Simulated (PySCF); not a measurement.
One formula, C7H8O, several structures.

PySCF, CAM-B3LYP/def2-SVPD, density fitting, gas phase; each molecule at its own PBE0-D3(BJ)/def2-SVP geometry, one conformer. Singlet excitations by full TDDFT with frozen cores, triplets by Tamm–Dancoff TDDFT and ionisation energies by ΔSCF, from the lowest of the holes tried. 

Torsions of the conformers computed, which needn't be the lowest (atom-mapped SMILES):
- `[CH2:1]=[C:2]([CH3:3])[c:4]1[cH:5][cH:6][o:7][cH:8]1`: C1–C2–C4–C5 0°
- `[CH2:1]=[CH:2][CH2:3][c:4]1[cH:5][cH:6][o:7][cH:8]1`: C1–C2–C3–C4 120°, C2–C3–C4–C5 -57°
- `[CH3:1][c:2]1[cH:3][cH:4][cH:5][cH:6][c:7]1[OH:8]`: H–O8–C7–C6 180°
- `[cH:1]1[cH:2][c:3]([CH:4]2[CH2:5][CH2:6]2)[cH:7][o:8]1`: C2–C3–C4–C5 36°
- `[CH3:1][c:2]1[cH:3][cH:4][cH:5][c:6]([OH:7])[cH:8]1`: H–O7–C6–C5 180°
- `[CH3:1][O:2][c:3]1[cH:4][cH:5][cH:6][cH:7][cH:8]1`: C1–O2–C3–C4 180°
- `[CH3:1][c:2]1[cH:3][cH:4][c:5]([OH:6])[cH:7][cH:8]1`: H–O6–C5–C4 0°

Reference: `C=C(C)c1ccoc1`, with HOMO energy -7.64 eV, LUMO energy 0.56 eV, lowest singlet excitation 5.64 eV, lowest triplet excitation 3.41 eV, mean polarisability 85.6 au, dipole moment 0.36 D and vertical ionisation energy 8.33 eV.

Changes against it:

```csv
molecule,Δ electronic energy (kcal/mol),Δ HOMO energy (eV),Δ LUMO energy (eV),Δ lowest singlet excitation (eV),Δ lowest triplet excitation (eV),Δ mean polarisability (au),Δ dipole moment (D),Δ vertical ionisation energy (eV)
c1cc(C2CC2)co1,+8.2,0.00,+0.84,+0.48,+0.59,-5.5,+0.68,+0.03
Cc1cccc(O)c1,-30.9,-0.02,+0.22,-0.51,+0.57,+0.2,+1.30,+0.04
COc1ccccc1,-18.9,0.00,+0.26,-0.45,+0.59,+0.2,+0.93,+0.01
Cc1ccc(O)cc1,-30.2,+0.14,+0.19,-0.62,+0.53,+0.4,+1.01,-0.12
```

Rows whose labels were lost:

```tsv
row	Δ electronic energy (kcal/mol)	Δ HOMO energy (eV)	Δ LUMO energy (eV)	Δ lowest singlet excitation (eV)	Δ lowest triplet excitation (eV)	Δ mean polarisability (au)	Δ dipole moment (D)	Δ vertical ionisation energy (eV)
P	+5.5	-0.25	+0.45	+0.50	+0.62	-1.8	+0.28	+0.31
Q	-30.9	0.00	+0.32	-0.45	+0.57	-0.4	+1.38	+0.02
```

Task: Which row belongs to which of `C=CCc1ccoc1` and `Cc1ccccc1O`?

Result: P = `C=CCc1ccoc1` and Q = `Cc1ccccc1O`. P and Q are told apart most clearly by the electronic energy (+5.5 against -30.9 kcal/mol); Q comes close to the labelled row of `Cc1cccc(O)c1` in every column.
